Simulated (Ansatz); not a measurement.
Ideal-gas functions of `[SiH2]1SS1` at 800 K and 1 bar, from an Ansatz frequency run at PBE0-D4/def2-TZVP.

Molar mass 94.24 g/mol, point group C2v (symmetry number 2), electronic degeneracy 1, moments of inertia 74.538, 77.276, 145.664 u Å². Harmonic wavenumbers (cm⁻¹, unscaled): 438, 473, 511, 601, 638, 697, 961, 2262, 2282.

Use S(trans) = R[1.5 ln M + 2.5 ln T − 1.1517]; rotational temperatures θ = 24.2544 K / I; S(rot) = R[ln(√π/σ · √(T³/θAθBθC)) + 1.5]; for each mode x = 1.438777 ν̃/T, S = R[x/(eˣ − 1) − ln(1 − e⁻ˣ)] and H = RT x/(eˣ − 1); 1 cm⁻¹ = 0.0119627 kJ/mol; R = 8.31446 J/(mol·K).

Problem. By hand: the entropy, in J/(mol·K).

Solution. Translation 186.1. Rotation: θ = 0.3254, 0.3139, 0.1665 K, giving 111.8. Vibration, mode by mode: 10.51, 9.91, 9.30, 8.06, 7.61, 6.96, 4.73, 0.73, 0.71, in all 58.5. Electronic 0.0. Sum 356.4 J/(mol·K).

Problem. By hand: H − E and G − E in kJ/mol, counted from the electronic energy.

Solution. Zero-point energy ½ × 8863 × 0.0119627 = 53.0; thermal vibration 26.6; translation, rotation and pV give 4 RT = 26.6. H − E = 106.2 kJ/mol, and G − E = 106.2 − 800 × 356.4/1000 = -178.9 kJ/mol.

Vibration gives 16 % of the entropy.
